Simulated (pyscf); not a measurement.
`[OH2]` + `[BH]=[O]` → `[OH][BH][OH]` (addition across a multiple bond or ene-type step; singlet surface; H–O broken, B–O, H–O formed). PySCF, gas phase, ωB97X-D3(BJ)/def2-SVP geometries. Correlated levels are frozen-core, on RHF or UHF. ΔMP2 is the change of the MP2 total energy from the triple- to the quadruple-zeta basis. Energies in kJ/mol from the separated reactants.

| level | barrier | reaction energy |
|---|---|---|
| B3LYP-D3(BJ)/def2-TZVP | 39.9 | -186.2 |
| PBE0-D3(BJ)/def2-TZVP | 20.8 | -203.3 |
| ωB97M-D3(BJ)/def2-TZVP | 37.2 | -188.9 |
| MP2/def2-QZVPP | (withheld) | -175.9 |
| CCSD/def2-TZVPP | 54.7 | -186.3 |
| CCSD(T)/def2-TZVPP | 48.1 | -182.2 |
| CCSD(T)/def2-TZVPP + ΔMP2(QZVPP) | (withheld) | (withheld) |

Question: What belongs in the gaps?

Answer: 
- MP2/def2-QZVPP, barrier: 48.2
- CCSD(T)/def2-TZVPP + ΔMP2(QZVPP), barrier: 50.5
- CCSD(T)/def2-TZVPP + ΔMP2(QZVPP), reaction energy: -180.4

Of the functionals in the table, B3LYP-D3(BJ) is closest to CCSD(T)/def2-TZVPP + ΔMP2(QZVPP) in the barrier (10.6 kJ/mol apart) and PBE0-D3(BJ) least close (29.7 kJ/mol); that level has limits of its own. On the reactant side the descent ends in a complex, 19.7 kJ/mol under the separated species and 56.0 kJ/mol under the saddle at ωB97X-D3(BJ)/def2-TZVP. The reactants may also form a dative adduct at HB=O; it and routes through it were not searched. At ωB97X-D3(BJ) the barrier from the zero used here is 36.3 kJ/mol. One saddle was located; it need not be the lowest between these sides. The CCSD(T) − MP2 part came from Ansatz, without density fitting, on the same reference.
